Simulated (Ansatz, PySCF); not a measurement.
This Ansatz (a quantum-chemistry and plane-wave program) input computes a PBE0/def2-TZVPD energy:

Ansatz 0.2 input:
```yaml
crystal:
  periodic: [false, false, false]
  atoms:
    - {symbol: N, position_ang: [0.00073453, -0.00649234, 0.32080948]}
    - {symbol: O, position_ang: [0.02743334, 1.09989995, -0.11821611]}
    - {symbol: O, position_ang: [-0.02807606, -1.09421916, -0.16249219]}
basis:
  gaussian:
    orbitals: def2-TZVPD
hamiltonian:
  xc: {name: PBE0}
magnetization: {spin_polarized: true, initial_magnetization: 1}
output: {forces: true}
```

Q: Write an input for the same energy in PySCF and say what it gives.

A: 
```python
from pyscf import gto, scf, dft

mol = gto.M(
    atom='''
    N     0.00073453   -0.00649234    0.32080948
    O     0.02743334    1.09989995   -0.11821611
    O    -0.02807606   -1.09421916   -0.16249219
    ''',
    basis='def2-tzvpd',
    charge=0,
    spin=1,
    verbose=4,
)

mf = dft.UKS(mol, xc='pbe0').density_fit(auxbasis='def2-universal-jkfit')
mf.grids.level = 3
mf.conv_tol = 1e-9
mf.max_cycle = 100
mf.max_memory = 1500
mf.kernel()
if not mf.converged:
    mf = mf.newton()
    mf.kernel(mf.make_rdm1())
for _ in range(2):
    mo, _, stable, _ = mf.stability(return_status=True)
    if stable:
        break
    mf.kernel(mf.make_rdm1(mo, mf.mo_occ))
mf.analyze()
```
It gives -204.95477 Eh, and Ansatz -204.95476 Eh, a difference of 0.01 mEh.

It need not be the lowest isomer of its formula.
